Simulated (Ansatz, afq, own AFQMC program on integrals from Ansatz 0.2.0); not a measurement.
# AlSiH₄, doublet: AFQMC among the cluster methods

```xyz
6

Si    0.0000    0.0493    1.1585
Al    0.0000   -0.1012   -1.3138
H     0.0000    1.4304    1.7233
H     1.1989   -0.6588    1.6941
H    -1.1989   -0.6588    1.6941
H     0.0000    1.2225   -2.2207
```

Connectivity, by distances: SiH3–AlH.

Basis 6-31G. Noble-gas cores (and the filled d shells of Ga–Kr and In–Xe) are frozen. Integrals, coupled cluster, full CI and functionals: Ansatz 0.2.0; the random walks run on the same integrals in our own AFQMC program. The CISD trial takes its coefficients from CCSD amplitudes. Released means that phaseless walkers are propagated on without the constraint, phases kept. Free projection: walkers drawn from exp(T), propagated without any constraint. Its projection time is finite, and what remains of the start isn't in its error. Uncertainties: one standard error, sampling alone.

Determinant: UHF, the one that the program's search chose, which needn't be the lowest solution. The geometry is a point of a scan.

No full CI on the walks' own integrals is used here; CCSDT(Q) serves as the reference and is uncertain by about the last step of the cluster series.

Cautions: the ph-AFQMC/HF walk drifts between its halves (2.8 errors).

* T1 diagnostic: 0.0120
* weight of the determinant in the CISD state: 0.910
* ⟨S²⟩ of the determinant: 0.752
* size of the correlated space: 11 electrons in 24 orbitals

| level | correlation energy (eV) |
| --- | --- |
| MP2 | -2.2017 |
| CCSD | -3.0431 |
| CCSD(T) | -3.0908 |

(1) Estimate where AFQMC with the constraint released lies against CCSD(T) on the same integrals.

(1) 1.5 ± 0.4 kJ/mol below CCSD(T).

Reference: CCSDT(Q), correlation energy -3.110 eV. The released energy is read at 2.40 1/Eh (meV from the phaseless value at times in 1/Eh: -1 ± 4 at 0.24, -3 ± 4 at 0.51, -8 ± 3 at 0.99, -6 ± 3 at 1.62, -7 ± 4 at 2.40).

```csv
level,E − E(reference) (kJ/mol),share of correlation (%)
CCSD(T),1.9,99.38
CCSDT,0.2,99.94
ph-AFQMC/HF,-2.2 ± 2.9,100.73
ph-AFQMC/CISD,1.0 ± 0.4,99.67
released AFQMC,0.3 ± 0.4,99.89
free AFQMC,-0.1 ± 0.3,100.03
```

Free projections are given only where their last times agree within the noise and don't stop above the reference; a slow remainder of the start can still hide under it. A walk keeps the symmetry of its determinant, which the program's search chose and which needn't be the lowest solution, so a lower state of the same spin and another symmetry isn't excluded. Released energies are given only where the last usable release times agree within the noise; a slower fall can still hide under it.
